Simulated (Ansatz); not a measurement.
# C3H6O3: the cost of one run

Program: Ansatz 0.2.0. Level of theory: the levels named in each step. These are calculated values, not measurements.

## (1) The starting structure

Bond lengths: C1–C2 1.524 Å, C2–O3 1.412 Å, O4–C5 1.144 Å, C5–O6 1.144 Å, C1–H7 1.089 Å, C1–H8 1.086 Å, C1–H9 1.087 Å, C2–H10 1.100 Å, C2–H11 1.092 Å, O3–H12 0.964 Å. Angles: C1–C2–O3 112.6°, C1–C2–H10 109.9°, C1–C2–H11 110.5°, O3–C2–H10 110.1°, O3–C2–H11 105.2°, H10–C2–H11 108.4°, C2–C1–H7 110.6°, C2–C1–H8 110.0°, C2–C1–H9 110.1°, H7–C1–H8 108.6°, H7–C1–H9 108.6°, H8–C1–H9 108.9°, C2–O3–H12 108.7°, O4–C5–O6 176.7°.

As a file:

```xyz
12

C    -2.1522   -2.1005    0.3908
C    -1.5426   -0.7243    0.1532
O    -0.2217   -0.6247    0.6424
O     2.1039    1.0283    0.3885
C     1.3220    1.1782   -0.4333
O     0.5773    1.3783   -1.2789
H    -2.2578   -2.2933    1.4577
H    -3.1338   -2.1567   -0.0706
H    -1.5158   -2.8700   -0.0394
H    -2.1747    0.0501    0.6123
H    -1.4676   -0.5180   -0.9166
H    -0.2170   -0.8769    1.5733
```

## (2) A rough first relaxation, PBE-D4/def2-SVP

Contents of input.yaml:

```yaml
crystal:
  periodic: [false, false, false]
  atoms:
    - { symbol: C, position_ang: [-2.15216, -2.10046, 0.39085] }
    - { symbol: C, position_ang: [-1.54263, -0.72428, 0.15316] }
    - { symbol: O, position_ang: [-0.22165, -0.62465, 0.64244] }
    - { symbol: O, position_ang: [2.10386, 1.02827, 0.38851] }
    - { symbol: C, position_ang: [1.32205, 1.17824, -0.43331] }
    - { symbol: O, position_ang: [0.57729, 1.37826, -1.27889] }
    - { symbol: H, position_ang: [-2.25782, -2.29325, 1.45767] }
    - { symbol: H, position_ang: [-3.13383, -2.15666, -0.0706] }
    - { symbol: H, position_ang: [-1.51577, -2.86999, -0.03937] }
    - { symbol: H, position_ang: [-2.17466, 0.0501, 0.61229] }
    - { symbol: H, position_ang: [-1.46759, -0.51797, -0.9166] }
    - { symbol: H, position_ang: [-0.21704, -0.87689, 1.57327] }
basis:
  gaussian: { orbitals: def2-SVP }
hamiltonian:
  xc: pbe
  dispersion: d4
relax:
  f_tol: 0.03
  max_steps: 200
```

Started as:

```sh
> ansatz run input.yaml --threads 4 --pin off --max-ram 10240MiB --backend cpu --events-out ev --progress --plain --runs-dir out
```

Q: Estimate wall time and peak memory on 4 threads of Arm Neoverse V2, shared host.

About 14 s, with a peak of 0.14 GiB.
